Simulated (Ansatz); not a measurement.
Consider the hydrogenolysis of a C–F bond: `COCCCF` + H₂ → `CCCOC` + H–F.

Calculated with Ansatz (gas phase, PBE0-D4/def2-TZVP geometries, no zero-point term in ΔE). CBS: MP2 limit from def2 TZ/QZ plus the TZ coupled-cluster correction, frozen cores. This one scheme is used for every species. Functionals use def2-TZVPP. B3LYP here is the variant with VWN-RPA as its local correlation; programs differ in this. Each species was taken in one conformer, which may not be the lowest.

```json
{"level": "B3LYP", "ΔE (kcal/mol)": "-22.0"}
{"level": "BHLYP", "ΔE (kcal/mol)": "-22.8"}
{"level": "CCSD/def2-SVP", "ΔE (kcal/mol)": "-21.6"}
{"level": "SCS-MP2/def2-TZVPP", "ΔE (kcal/mol)": "-23.9"}
```

**Question.** What does CCSD(T)/CBS give? (An estimate is asked.)

**Answer.** Computed: -24.5 kcal/mol. The listed levels differ from it by 2.5, 1.7, 2.9, 0.6 kcal/mol.

Largest T1 diagnostic among the species: 0.010.

From PBE to PBE0 (25 % exact exchange), in def2-TZVPP and without D4, ΔE moves by −1.5 kcal/mol. At CCSD(T), def2-SVP lies +3.4 kcal/mol from the extrapolated value and def2-TZVPP +0.8 kcal/mol.
